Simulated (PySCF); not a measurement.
Species: C₂H₇PS.
Structure used (GFN2-xTB), in Å, numbered top down from 1:
```
atom  x, y, z in Å
C1    -1.419   -0.189    0.432
P2     0.069    0.753   -0.071
C3     1.344   -0.517   -0.410
S4     0.602    2.171    1.126
H5    -1.670   -0.955   -0.297
H6    -2.248    0.509    0.544
H7    -1.217   -0.645    1.403
H8    -0.279    1.150   -1.368
H9     2.229   -0.021   -0.806
H10    1.607   -0.990    0.537
H11    0.987   -1.263   -1.115
```

Computed with PySCF, delta-SCF UKS SCAN, pcX-2 on the ionised atom, pcseg-1 elsewhere, spin-free X2C. Each binding energy is the total energy of the core-ionised species, with the hole localised on one atom, minus that of the ground state; both are solved self-consistently, so orbital relaxation is included.

Some binding energies are withheld.

```tsv
atom(s)	bonded to	level	binding energy (eV)
C1/C3	3 H and P	C 1s	291.05
P2	S (double bond), 2 C and H	P 1s	?
P2	S (double bond), 2 C and H	P 2p3/2	138.04
S4	P (double bond)	S 1s	?
```

Problem. What is the S 1s binding energy of S4?

Solution. 2475.29 eV (sulfur bonded to P).

Problem. Fill in P 1s for P2.

Solution. 2151.91 eV (phosphorus bonded to 2 C, S and H).

Problem. Which photon energy gives electrons from P 2p3/2 of P2 a kinetic energy of 150 eV, and what is their de Broglie wavelength?

Solution. hν = 138.04 + 150 = 288.04 eV, recoil neglected; λ = 12.264 Å/√(E/eV) = 1.00 Å.

The first atom of each set that the bonding makes equivalent was ionised and stands for the set. Not every level is listed. The 2p values aren't plain energy differences: one relaxed spin-free 2p hole is combined with a matrix within the shell (ground-state 2p orbital-energy differences and spin–orbit coupling). 2p3/2, the mean of its two sublevels, lies a third of the splitting below the shell's mean and 2p1/2 two thirds above it; the statistical areas are 2:1. 2p1/2 minus 2p3/2 (ligand field included): P 0.89 eV. Geometry: GFN2-xTB; no solvent, vibrations or thermal averaging.
